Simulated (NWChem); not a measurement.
Everything below was run with NWChem. System: C2H6S, charge 1, spin multiplicity 2, at the geometry of a parent with another charge or spin, in a state set for the comparison that need not be this species' ground state. Its SCF solution wasn't tested for a lower state. Level: UMP2/def2-TZVP, 7 core orbitals frozen.

Job file:

```
start mol
memory heap 200 mb stack 900 mb global 1100 mb
charge 1
geometry units angstroms nocenter noautoz noautosym
  C     -1.482804     0.769460    -0.251562
  C     -0.545505    -0.416850    -0.445231
  S      1.073112    -0.261958     0.413996
  H     -2.451504     0.583243    -0.746286
  H     -1.057843     1.689594    -0.684774
  H     -1.669544     0.957148     0.816934
  H     -0.982268    -1.334661    -0.020356
  H     -0.365853    -0.617541    -1.513006
  H      1.527064     0.797888    -0.295685
end
basis spherical
  * library def2-tzvp
end
scf
  uhf
  nopen 1
  maxiter 100
  thresh 1e-7
  semidirect memsize 60000000 filesize 0
  # guess.movecs holds the orbitals of an unrestricted PBE0 run
  vectors input guess.movecs output mol.movecs
end
mp2
  freeze core 7
end
task mp2 energy
```

NWChem printed:

```
             Northwest Computational Chemistry Package (NWChem) 7.3.0
             --------------------------------------------------------

                                NWChem Input Module
                                -------------------

 Scaling coordinates for geometry "geometry" by  1.889725989
 (inverse scale =  0.529177249)

                             Geometry "geometry" -> ""
                             -------------------------

 Output coordinates in angstroms (scale by  1.889725989 to convert to a.u.)

  No.       Tag          Charge          X              Y              Z
 ---- ---------------- ---------- -------------- -------------- --------------
    1 C                    6.0000    -1.48280400     0.76946000    -0.25156200
    2 C                    6.0000    -0.54550500    -0.41685000    -0.44523100
    3 S                   16.0000     1.07311200    -0.26195800     0.41399600
    4 H                    1.0000    -2.45150400     0.58324300    -0.74628600
    5 H                    1.0000    -1.05784300     1.68959400    -0.68477400
    6 H                    1.0000    -1.66954400     0.95714800     0.81693400
    7 H                    1.0000    -0.98226800    -1.33466100    -0.02035600
    8 H                    1.0000    -0.36585300    -0.61754100    -1.51300600
    9 H                    1.0000     1.52706400     0.79788800    -0.29568500

 Effective nuclear repulsion energy (a.u.)     106.3998438489

            Nuclear Dipole moment (a.u.)
            ----------------------------
        X                 Y               Z
 ---------------- ---------------- ----------------
    -0.0000188973     0.0000056692     0.0000094486


 Summary of "ao basis" -> "" (spherical)
 ------------------------------------------------------------------------------
       Tag                 Description            Shells   Functions and Types
 ---------------- ------------------------------  ------  ---------------------
 *                         def2-tzvp                  on all atoms

 Summary of "ao basis" -> "ao basis" (spherical)
 ------------------------------------------------------------------------------
       Tag                 Description            Shells   Functions and Types
 ---------------- ------------------------------  ------  ---------------------
 C                         def2-tzvp                11       31   5s3p2d1f
 S                         def2-tzvp                13       37   5s5p2d1f
 H                         def2-tzvp                 4        6   3s1p

                                 NWChem SCF Module
                                 -----------------

  ao basis        = "ao basis"
  functions       =   135
  atoms           =     9
  alpha electrons =    17
  beta  electrons =    16
  charge          =   1.00
  wavefunction    = UHF
  use symmetry    = F
  symmetry adapt  = F

 Summary of "ao basis" -> "ao basis" (spherical)
 ------------------------------------------------------------------------------
       Tag                 Description            Shells   Functions and Types
 ---------------- ------------------------------  ------  ---------------------
 C                         def2-tzvp                11       31   5s3p2d1f
 S                         def2-tzvp                13       37   5s5p2d1f
 H                         def2-tzvp                 4        6   3s1p

 Forming initial guess at       0.1s

 Starting SCF solution at       0.1s

 ----------------------------------------------
[...]
    2 C    6     3.14   0.43  0.56  0.24  0.37 -0.00  0.61  0.73  0.15  0.01  0.04  0.00
    3 S   16     7.25   1.00  0.24  0.74  0.55  0.37  2.07  0.86  0.33  0.78  0.23  0.02  0.05  0.01
    4 H    1     0.41   0.13  0.24  0.03  0.01
    5 H    1     0.43   0.13  0.24  0.04  0.01
    6 H    1     0.42   0.13  0.24  0.04  0.01
    7 H    1     0.41   0.13  0.23  0.03  0.01
    8 H    1     0.39   0.12  0.22  0.03  0.01
    9 H    1     0.40   0.12  0.25  0.03  0.01

   Mulliken analysis of the spin density
   -------------------------------------

    Atom       Charge   Shell Charges
 -----------   ------   -------------------------------------------------------
    1 C    6     0.03   0.00 -0.00  0.00  0.00  0.00  0.01  0.01 -0.00  0.00  0.00  0.00
    2 C    6    -0.08  -0.00  0.00 -0.00 -0.01 -0.01 -0.02 -0.04 -0.02  0.00  0.01  0.00
    3 S   16     1.07   0.00  0.00 -0.00  0.03  0.01  0.03 -0.03  0.19  0.63  0.19  0.00  0.01 -0.00
    4 H    1     0.00   0.00  0.00  0.00  0.00
    5 H    1    -0.00  -0.00 -0.00 -0.00  0.00
    6 H    1    -0.00  -0.00 -0.00  0.00  0.00
    7 H    1     0.00   0.00  0.00  0.00 -0.00
    8 H    1     0.03   0.01  0.02  0.00 -0.00
    9 H    1    -0.04  -0.01 -0.03 -0.00  0.00

       Multipole analysis of the density wrt the origin
       ------------------------------------------------

     L   x y z        total         alpha         beta         nuclear
     -   - - -        -----         -----         ----         -------
     0   0 0 0      1.000000    -17.000000    -16.000000     34.000000

     1   1 0 0      0.602997     -0.677141      1.280157     -0.000019
     1   0 1 0     -0.018872      0.198836     -0.217714      0.000006
     1   0 0 1     -0.179094     -0.431579      0.252475      0.000009

     2   2 0 0    -12.071838    -92.189232    -86.828843    166.946237
     2   1 1 0      0.358577     22.426693     20.923750    -42.991866
     2   1 0 1      0.763748    -21.758253    -20.743531     43.265532
     2   0 2 0    -16.275901    -31.456031    -29.827002     45.007132
     2   0 1 1     -0.075263      2.961065      3.633593     -6.669921
     2   0 0 2    -16.783675    -24.488495    -22.226548     29.931368

                   NWChem MP2 Semi-direct Energy/Gradient Module
                   ---------------------------------------------

  Basis functions       =    135
  Molecular orbitals    =    135
  Frozen core           =      7
  Frozen virtuals       =      0
  Active alpha occupied =     10
  Active beta occupied  =      9
  Active alpha virtual  =    118
  Active beta virtual   =    119
  Use MO symmetry       = F
  Use skeleton AO sym   = F

  AO/Fock/Back tols     =   1.0D-09  1.0D-09  1.0D-09

 GA uses MA = F    GA memory limited = T

 Available:
  local mem=  1.26D+08
 global mem=  1.44D+08
 local disk=  0.00D+00
  mp2_memr nvloc                   118
  nvloc new                   118
   1 passes of  10:        5242880                      96155                  36299699.
   1 passes of  10: M    126148690           G      144142750           F     120905810.

 Semi-direct pass number   1 of   1  for UHF alpha       at       31.3s
  vrange nnbf                  9040
  mp2_eaftype                   138  avail_ma_in_mb                  1099
 EAF : mp2_eaftype filesize         138   18149849.
  mp2_eaf for mointskh                    138
Node 0 wrote     85.3 Mb in      0.0 s     Agg I/O rate:  2260.8 Mb/s
 Done moints_semi at       40.9s
  mp2_eaftype                   138  avail_ma_in_mb                   961
 EAF : mp2_eaftype filesize         138   18149849.
  mp2_eaf for kh                   138
 Done maket at       41.5s
 Done multipass loop at       41.5s

 GA uses MA = F    GA memory limited = T

 Available:
  local mem=  1.26D+08
 global mem=  1.44D+08
 local disk=  0.00D+00
  mp2_memr nvloc                   119
  nvloc new                   119
   1 passes of   9:        5242880                      90707                  32949475.
   1 passes of   9: M    126148690           G      144142750           F     120905810.

 Semi-direct pass number   1 of   1  for UHF beta        at       41.6s
  vrange nnbf                  9040
  mp2_eaftype                   125  avail_ma_in_mb                  1099
 EAF : mp2_eaftype filesize         125   16474737.
  mp2_eaf for mointskh                    125
Node 0 wrote     77.5 Mb in      0.0 s     Agg I/O rate:  1959.9 Mb/s
 Done moints_semi at       51.3s
  mp2_eaftype                   125  avail_ma_in_mb                   974
 EAF : mp2_eaftype filesize         125   16474737.
  mp2_eaf for kh                   125
 Done maket at       51.6s
 Done multipass loop at       51.6s

          -------------------------------------------
          SCF energy                -476.499278333834
          Correlation energy          -0.476837406959
          Singlet pairs                0.000000000000
          Triplet pairs                0.000000000000
          Total MP2 energy          -476.976115740793
          -------------------------------------------

          ---------------------------------------------------
                    Spin Component Scaled (SCS) MP2
          Same spin pairs                     -0.104034096482
          Same spin scaling factor             0.333333333333
          Opposite spin pairs                 -0.372803310477
          Opposite spin scaling fact.          1.200000000000
          SCS-MP2 correlation energy          -0.482042004733
          Total SCS-MP2 energy              -476.981320338567
          ---------------------------------------------------

 -----------------------
 Performance information
 -----------------------

 Timer overhead =  2.26D-07 seconds/call

               Nr. of calls         CPU time (s)                 Wall time (s)                GFlops
             ---------------    -------------------     ------------------------------   -------------------
Name         Min   Avg   Max    Min     Avg     Max     Min     Avg     Max   Mx/calls   Min     Max     Sum
mp2: moin     2     2     2    19.     19.     19.      19.     19.     19.     9.6      0.0     0.0     0.0
mp2: make     2     2     2   0.99    0.99    0.99     0.99    0.99    0.99    0.49      0.0     0.0     0.0
mp2: tota     1     1     1    20.     20.     20.      20.     20.     20.     20.      0.0     0.0     0.0

 The average no. of pstat calls per process was 5.00D+00
 with a timing overhead of 1.13D-06s

 Task  times  cpu:       51.6s     wall:       51.6s

 Total times  cpu:       51.6s     wall:       51.6s
```
